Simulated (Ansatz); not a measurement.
**Caesium, bcc: convergence with Fermi-Dirac smearing**

Computed with Ansatz, r²SCAN, scalar-relativistic PAW, on the relaxed cell (a = 6.270 Å; spin not included). Errors count from a run at 500 eV on a Γ-centred 12×12×12 mesh with Fermi-Dirac smearing of 0.1 eV, extrapolated to zero width. Fixed here: cutoff 500 eV, mesh 7×7×7. The SCF starts from atomic densities corrected by a trained network.

```
width (eV)  E(σ→0) error (meV/atom)  F error (meV/atom)  P (GPa)  SCF iterations
      0.01                     -2.1                -2.5     0.00               6
       0.1                     -3.2               -21.2     0.00               6
       0.2                     -1.8               -76.3     0.00               6
       0.3                     -2.5              -169.5     0.02               6
       0.6                    -51.0              -640.2     0.11               6
       1.0                   -225.3             -1587.1     0.37               7
```

What does the run at 0.03 give (width)?

E(σ→0) error (meV/atom): -2.5; F error (meV/atom): -4.4; P (GPa): 0.00; SCF iterations: 6.
